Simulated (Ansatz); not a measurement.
Corundum (α-Al2O3), treated with RPBE (plane waves, PAW; Ansatz, an electronic-structure program).

Numerical settings: plane-wave cutoff 520 eV, 8×8×8 k mesh, Fermi–Dirac smearing 0.01 eV, scalar-relativistic PAW data made under PBE.

Properties against volume:

Shape and atoms are relaxed at each volume.

| V (Å³/atom) | P (GPa) | direct gap at Γ (eV) | c (Å) | a (Å) |
|---|---|---|---|---|
| 8.596 | 9.66 | 6.172 | 13.035 | 4.780 |
| 8.775 | 4.58 | 5.925 | 13.131 | 4.812 |
| 8.954 | -0.02 | 5.686 | 13.226 | 4.843 |
| 9.134 | -4.17 | 5.456 | 13.321 | 4.874 |
| 9.313 | -7.93 | 5.233 | 13.413 | 4.904 |

A straight line through the gaps at Γ against ln V gives a volume deformation potential dE_g(Γ)/d ln V of -11.7 eV: the gap at Γ widens under compression.

Note: the bulk modulus comes from volumes at which shape and atoms were relaxed.
